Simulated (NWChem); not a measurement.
System: C4H6; SMILES CC#CC

The following NWChem deck was run.

```
start job
memory heap 200 mb stack 900 mb global 1100 mb
geometry units angstroms noautosym nocenter noautoz
  C      2.045348    -0.100812    -0.233242
  C      0.601600    -0.029479    -0.067641
  C     -0.601801     0.028472     0.066730
  C     -2.045319     0.100518     0.233259
  H      2.501273     0.901818    -0.212139
  H      2.313633    -0.568110    -1.193867
  H      2.512463    -0.694833     0.568227
  H     -2.572250    -0.332003    -0.632041
  H     -2.383124     1.143390     0.340950
  H     -2.371767    -0.448998     1.130282
end
basis spherical
  C library pcsseg-1
  H library pcsseg-1
end
dft
  xc slater vwn_5
  iterations 150
end
property
  shielding 3 1 2 5
  efieldgrad
end
task dft property
```

All runs use the structure optimised with PBE0/def2-SVP.

GIAO values for the isolated, static molecule; σ is the absolute isotropic shielding, δ = σ(reference) − σ with the isolated reference molecule computed at the same levels (13C: tetramethylsilane, 1H: tetramethylsilane).

Atoms are numbered as in the input.

What results follow from this input? (LDA (Slater exchange, VWN5)/pcSseg-1, GIAO.) Quantities: δ C1 (ppm); δ C2 (ppm); δ H5 (ppm).

δ C1 (ppm): 2.8
δ C2 (ppm): 82.0
δ H5 (ppm): 1.77
